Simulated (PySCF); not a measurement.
Assigning NMR signals

Structure with atom numbers: `[CH2:1]=[N:2][CH3:3]` (H(Xn): hydrogen on atom n). Ha(C1) is cis to C3; Hb(C1) is trans to C3.

Computed data (PySCF): structure optimised with PBE0-D3(BJ)/def2-TZVP, shieldings: GIAO B97-2/pcSseg-2. Fast rotation and ring inversion assumed for equivalent nuclei, a single conformation, gas phase, no relativistic terms.

Shifts are taken against calculated references (same method and geometry level): 13C (185.38 ppm) and 1H (31.64 ppm) vs TMS.

Task: Assign these signals to the numbered atoms. 13C{1H} NMR (computed): δ 159.6 (CH2), 55.3 (CH3).

Result: 
```tsv
δ (ppm)	atoms	environment	reason
159.6	C1	C=N carbon	–
55.3	C3	methyl carbon bonded to N	the inductive effect lowers its shielding
```

Task: Assign these signals to the numbered atoms. 1H NMR (400 MHz, computed): δ 7.80 (d, 1H), 7.30 (d, 1H), 3.51 (s, 3H).

Result: 
| δ (ppm) | atoms | environment | reason |
| --- | --- | --- | --- |
| 7.80 | Ha(C1) | hydrogen on a C=N carbon | – |
| 7.30 | Hb(C1) | hydrogen on a C=N carbon | – |
| 3.51 | H(C3) | hydrogen on a methyl carbon bonded to N | its carbon carries N, an electronegative neighbour |

Shifts are as computed. Against solution values, carbons near 30 ppm lie about +3 ppm off and those near 130 ppm about +7 ppm. Of 1211 compounds with measured shifts, 218 miss one by over three times the rms of a fit or turn the order of signals round; such compounds aren't used in these exercises. No couplings were computed; multiplicities are counted from neighbouring protons, with m where these are inequivalent, close in shift, in a saturated or five-membered ring or joined by F or P, and br s for small geminal =CH2 splittings.
